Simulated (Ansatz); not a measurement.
# BH2O (quartet): wave-function methods side by side, def2-QZVPP

The task here is to estimate one member of a computed series from the others.

Computed with Ansatz 0.2.0, Gaussian basis. Level: def2-QZVPP, core rule «outside noble gas», up to 2 orbitals frozen.

Plan: UHF; ROHF; CCSD(T) on UHF.

2 further runs of the same task are left out: 2 set aside as unsound or not needed.

## The geometry

The geometry is a PBE0/def2-TZVP stationary point (not a proven minimum) of the parent state, kept for this charge and spin.

4 atoms, charge 0, spin multiplicity 4.

Atoms are counted from 1 here; the program's logs count them from 0.

Bond lengths: B1–O2 1.281 Å, B1–H3 1.211 Å, B1–H4 1.211 Å. Angles: O2–B1–H3 119.9°, O2–B1–H4 119.9°, H3–B1–H4 120.3°.

The first run:

in.yaml

```yaml
crystal:
  periodic: [false, false, false]
  atoms:
    - {symbol: B, position_ang: [0.000000, 0.000000, 0.668909]}
    - {symbol: O, position_ang: [0.000000, 0.000000, -0.612266]}
    - {symbol: H, position_ang: [0.000000, 1.050271, 1.272063]}
    - {symbol: H, position_ang: [0.000000, -1.050271, 1.272063]}
basis:
  gaussian: {orbitals: "def2-QZVPP.json"}
magnetization: {spin_polarized: true, initial_magnetization: 3}
hamiltonian: {xc: hf}
output: {orbitals: {seedname: orbitals}}
```

Command:

```console
> ansatz run in.yaml --threads 1 --pin off --events-out ev --progress --plain --max-ram 2393MiB
```

Steps of the session up to this table: UHF; ROHF; CCSD(T) on UHF.

One table of the session follows, with a row left open; its other results are not shown here.

| method | from UCCSD(T) (kJ/mol) |
| --- | --- |
| ROHF | +934.0 |
| UHF | +891.9 |
| UMP2 | +105.4 |
| UCCSD | ? |
| UCCSD(T) | 0 |

Q: Estimate the row for UCCSD from the others.

The run gave: from UCCSD(T) (kJ/mol): +30.8. In the column «from UCCSD(T) (kJ/mol)» it lies between UCCSD(T) (0) and UMP2 (+105.4).
